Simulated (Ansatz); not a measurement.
Molecule: C4H9 (charge 0, doublet). It need not be the lowest isomer of its formula. 
Structure (B3LYP-D3(BJ)/def2-TZVP (Ansatz, a quantum-chemistry and plane-wave program) minimum search):
SMILES: [CH2]CCC
```xyz
13

C      0.6387     1.8934     0.0020
C      0.7076     0.4108    -0.0009
C     -0.6787    -0.2722     0.0001
C     -0.5782    -1.7946    -0.0010
H     -1.5667    -2.2577     0.0002
H      0.5111     2.4413     0.9261
H      0.5660     2.4496    -0.9230
H     -0.0403    -2.1538     0.8796
H     -0.0430    -2.1527    -0.8837
H      1.2583     0.0602    -0.8800
H      1.2586     0.0572     0.8775
H     -1.2414     0.0662    -0.8742
H     -1.2393     0.0649     0.8764
```
Charge 0, spin multiplicity 2.

Parts of the frozen-core correlation energy in STO-3G (Ansatz, hartree). Frozen orbitals: 4; correlated occupied orbitals by spin: 13 and 12; virtual: 12 and 13. UHF or UKS for open shells. Spin-orbit coupling is left out. No relativistic terms.

| term | value |
|---|---|
| reference (HF) | -154.82136 |
| MP2 opposite-spin | … |
| MP2 same-spin | -0.01866 |
| CCSD correlation | … |
| (T) | … |
| T1 diagnostic | 0.004 |
| largest doubles amplitude | 0.030 |
| <S^2> of the reference | 0.766 |

Fill in the missing entries.


- MP2 opposite-spin, value: -0.17136
- CCSD correlation, value: -0.25814
- (T), value: -0.00144
